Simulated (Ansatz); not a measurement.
How far each method lies from UCCSDT(Q) for H$_{2}$Ge–N, quartet

Geometry: displaced at random from a stationary point.

```xyz
4

Ge   -0.0343    0.0023    0.2985
N     0.0718   -0.0139   -1.6544
H     0.7898   -1.2128    0.7240
H     0.6870    1.2409    0.7538
```

Basis cc-pVDZ; Ansatz 0.2.0. Correlated methods freeze the noble-gas cores and the filled d shells of p-block atoms, which leaves 11 electrons in 36 orbitals. Prefix R: restricted or restricted open-shell reference; prefix U: unrestricted. Active spaces: valence = (11e, 10o) chosen from the atoms' valence shells. No spin–orbit coupling is included, and no scalar relativity.

Full CI isn't at hand for all of this; UCCSDT(Q) serves as the reference, and is uncertain by about the last step of the cluster series. The frozen core follows each run's orbitals, which can shift R against U totals by a few meV for light atoms and by up to 0.1 eV past Ca.

```
UHF ⟨S²⟩                          : 3.781
T1 diagnostic (RCCSD)             : 0.0272
largest doubles amplitude (RCCSD) : 0.032
T1 diagnostic (UCCSD)             : 0.0191
```

| level | E − E(RHF) (eV) |
| --- | --- |
| UHF | -0.2313 |
| UMP2 | -4.9565 |
| UCCSD | -5.9703 |
| UCCSD(T) | -6.0993 |

(1) Estimate how far UCCSDT(Q) in cc-pVDZ lies from UCCSD(T). The table doesn't fix it; the size of (T) and the diagnostics are the guide.

(1) UCCSDT(Q) in cc-pVDZ lies 3.8 kJ/mol below UCCSD(T), which is 31 % of the (T) step (-12.4 kJ/mol). The diagnostics give no warning, yet the rest is a sizeable part of (T).

The other levels:

```tsv
level	E − E(UCCSDT(Q)) (kJ/mol)	share of correlation (%)	wall time
UCCSDT	0.9	99.86	–
```

The correlation energy at UCCSDT(Q), counted from RHF, is -6.139 eV. That run took 63 s on 1 thread of Intel Xeon, shared host.

Run but not shown, since their state or frozen core can't be matched to the reference's or they repeat it: RHF, RMP2, RCCSD, RCCSD(T), BCCD(T), RCCSDT, RCCSDT(Q), CASSCF (valence space), NEVPT2 (valence space), MRCISD (valence space), MRCISD+Q (valence space).

Times hold each run's SCF and search for its determinant on a shared host, so for small cases they say little of a method's own cost; they ran on 1 thread of Intel Xeon.

Natural occupations of CASSCF (valence space) about the gap: 1.985 1.973 1.954 1.003 1.000 1.000 0.044 0.023 0.021; effectively unpaired electrons, Σ n²(2−n)², 3.02.
